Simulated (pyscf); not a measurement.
O=Mo(=O)(F)–F + hydrogen chloride (HCl) → O=Mo(=O)(F)–Cl + hydrogen fluoride (HF) (four-centre exchange; singlet surface; F–Mo, Cl–H broken, Cl–Mo, F–H formed). PySCF, gas phase, ωB97X-D3(BJ)/def2-SVP geometries. Energies in kJ/mol from the separated reactants.

| level | barrier | reaction energy |
|---|---|---|
| ωB97X-D3(BJ)/def2-TZVP | 28.0 | -13.3 |
| PBE/def2-TZVP | [?] | [?] |
| r²SCAN/def2-TZVP | 28.5 | +0.5 |
| B3LYP-D3(BJ)/def2-TZVP | 37.6 | -4.4 |
| M06-2X/def2-TZVP | [?] | -13.0 |
| ωB97M-D3(BJ)/def2-TZVP | 43.8 | +0.6 |

### Question
Complete the blanks.

### Answer

- PBE/def2-TZVP, barrier: 31.7
- PBE/def2-TZVP, reaction energy: +0.9
- M06-2X/def2-TZVP, barrier: 33.3

The functionals in the table span 15.7 kJ/mol in this barrier, from ωB97X-D3(BJ) to ωB97M-D3(BJ)/def2-TZVP. On the product side the descent ends in an adduct with a F–Mo contact (not fully relaxed), 16.1 kJ/mol under the separated species and 57.4 kJ/mol under the saddle at ωB97X-D3(BJ)/def2-TZVP. What is counted as broken (F–Mo) persists as a longer contact in the product adduct; parting that adduct is a step of its own. One saddle was located; it need not be the lowest between these sides. Elements past Kr carry the def2 core potentials, without spin-orbit coupling.
